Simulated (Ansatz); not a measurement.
**What a trial cell of CsCl3 relaxes into**

The calculation used DFT PBE, scalar-relativistic, plane waves, PAW (Ansatz 0.2.0). Cutoff 420 eV, Γ-centred k mesh, Gaussian smearing, no spin polarisation in the final step.

CsCl3 was placed on the Cu3Au (L1_2) structure type (Pm-3m, No. 221), with Cs in place of Au, Cl in place of Cu, at a guessed volume.

```yaml
crystal:
  lattice:
    - [4.93737, 0.00000, 0.00000]
    - [0.00000, 4.93737, 0.00000]
    - [0.00000, 0.00000, 4.93737]
  atoms:
    - { symbol: Cs, position: [0.00000, 0.00000, 0.00000] }
    - { symbol: Cl, position: [0.00000, 0.50000, 0.50000] }
    - { symbol: Cl, position: [0.50000, 0.00000, 0.50000] }
    - { symbol: Cl, position: [0.50000, 0.50000, 0.00000] }
```

Cell and atoms relax at zero pressure; the relaxation can't lower the symmetry of the start.

The zero of energy is the elements' standard structures at the same level (Cl₂ as a molecule); no fitted shifts are applied.

Problem. Describe the relaxed structure.

Solution. It keeps Pm-3m (No. 221). The result has the Cu3Au (L1_2) structure. Conventional cell: a = 5.007 Å. Around Cs lie 12 Cl at 3.54 Å; around Cl lie 4 Cs at 3.54 Å and 8 Cl at 3.54 Å.

```
Cs Cl
1.0
     5.00749    0.00000    0.00000
     0.00000    5.00749    0.00000
     0.00000    0.00000    5.00749
Cs Cl
1 3
Direct
  0.00000 0.00000 0.00000
  0.00000 0.50000 0.50000
  0.50000 0.00000 0.50000
  0.50000 0.50000 0.00000
```

Problem. What are its volume, energy, density and gap?

Solution. The volume per atom is 31.39 Å³. The density is 3.16 g/cm³, the energy over the elements is -0.57 eV/atom and the gap on the 10×10×10 mesh is 0 eV (a metal).

The final run used a 10×10×10 mesh on its 4-atom cell and 0.10 eV smearing. The k mesh leaves about 4 meV/atom of noise in metals. A structure relaxed within its symmetry needn't be a true minimum.

Cost: 2 runs of about 1.2 core-minutes in all, on Arm Neoverse N1 (shared hosts).